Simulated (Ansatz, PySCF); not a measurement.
This PySCF input computes a B3LYP/def2-TZVPD energy:

```python
from pyscf import gto, scf, dft

mol = gto.M(
    atom='''
    C     1.13228689   -0.40255019    0.03573367
    C    -0.06084393    0.55816703    0.03963237
    N    -1.34580162   -0.08769799    0.01271910
    H     2.07177877    0.15098225    0.08586566
    H     1.08765095   -1.07374850    0.89469680
    H     1.14287038   -1.00959134   -0.87255254
    H     0.00724559    1.20999155   -0.84834175
    H    -0.01826377    1.21828069    0.90999372
    H    -1.29932838   -0.81572973   -0.71089176
    ''',
    basis='def2-tzvpd',
    charge=0,
    spin=1,
    verbose=4,
)

mf = dft.UKS(mol, xc='b3lyp').density_fit(auxbasis='def2-universal-jkfit')
mf.grids.level = 3
mf.conv_tol = 1e-9
mf.max_cycle = 100
mf.max_memory = 1500
mf.kernel()
if not mf.converged:
    mf = mf.newton()
    mf.kernel(mf.make_rdm1())
for _ in range(2):
    mo, _, stable, _ = mf.stability(return_status=True)
    if stable:
        break
    mf.kernel(mf.make_rdm1(mo, mf.mo_occ))
mf.analyze()
```

Problem. Write an input for the same energy in Ansatz (a quantum-chemistry and plane-wave program) and say what it gives.

Solution. 
Ansatz 0.2 input:
```yaml
crystal:
  periodic: [false, false, false]
  atoms:
    - {symbol: C, position_ang: [1.13228689, -0.40255019, 0.03573367]}
    - {symbol: C, position_ang: [-0.06084393, 0.55816703, 0.03963237]}
    - {symbol: N, position_ang: [-1.34580162, -0.08769799, 0.01271910]}
    - {symbol: H, position_ang: [2.07177877, 0.15098225, 0.08586566]}
    - {symbol: H, position_ang: [1.08765095, -1.07374850, 0.89469680]}
    - {symbol: H, position_ang: [1.14287038, -1.00959134, -0.87255254]}
    - {symbol: H, position_ang: [0.00724559, 1.20999155, -0.84834175]}
    - {symbol: H, position_ang: [-0.01826377, 1.21828069, 0.90999372]}
    - {symbol: H, position_ang: [-1.29932838, -0.81572973, -0.71089176]}
basis:
  gaussian:
    orbitals: def2-TZVPD
hamiltonian:
  xc: {name: B3LYP}
magnetization: {spin_polarized: true, initial_magnetization: 1}
output: {forces: true}
```
It gives -134.56609 Eh, and PySCF -134.56617 Eh, a difference of 0.08 mEh, from the treatment of integrals and grids.

It need not be the lowest isomer of its formula.
